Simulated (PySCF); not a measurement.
Results of MP2 (PySCF, GTH pseudopotentials, Gaussian basis) for rock-salt NaF.

The same calculation (at the measured cell, 12.430 Å³/atom) with different numerical settings; throughout: k mesh 2×2×2:

| run | basis | correlation energy (eV/atom) | total energy (eV/atom) | rough time |
|---|---|---|---|---|
| 1 | DZ | -2.7984 | -979.8154 | 60 core-s |
| 2 | TZ | -4.5658 | -981.7204 | 6 core-min |
| 3 | QZ | -5.8383 | -983.0055 | 10 core-min |

In the column total energy (eV/atom) the first row differs from the last by +3.1901 and the next to last by +1.2851.

The last row is no converged limit: other settings stay fixed.
